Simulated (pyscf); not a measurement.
One insertion on the singlet surface with elements of a group swapped. CCSD(T)/def2-TZVPP + ΔMP2(QZVPP), kcal/mol, from the separated reactants. Single points on ωB97X-D3(BJ)/def2-SVP structures (PySCF, gas phase). Correlated levels are frozen-core, on RHF or UHF. ΔMP2 is the change of the MP2 total energy from the triple- to the quadruple-zeta basis.

| step | barrier | reaction energy | imaginary mode (i cm⁻¹) |
|---|---|---|---|
| F–SiH₃ + F–SiH: [singlet] -> F–SiH(F)–SiH₃ | [?] | [?] | 264 |
| H₃Si–Cl + :HSi–Cl [singlet] → H₃Si–SiH(Cl)–Cl | 3.1 | -47.0 | 291 |

Problem. Fill in the missing entries.

Solution. 
- F–SiH₃ + F–SiH: [singlet] -> F–SiH(F)–SiH₃, barrier: 4.9
- F–SiH₃ + F–SiH: [singlet] -> F–SiH(F)–SiH₃, reaction energy: -50.6

Row 1: On the reactant side the descent ends in an adduct with a F–Si contact (not fully relaxed), 7.1 kcal/mol under the separated species and 6.4 kcal/mol under the saddle at ωB97X-D3(BJ)/def2-TZVP. Row 2: On the reactant side the descent ends in a bound adduct, 9.2 kcal/mol under the separated species and 6.0 kcal/mol under the saddle at ωB97X-D3(BJ)/def2-TZVP. Each row is the saddle that its search found. The CCSD(T) − MP2 part came from Ansatz, without density fitting, on the same reference.
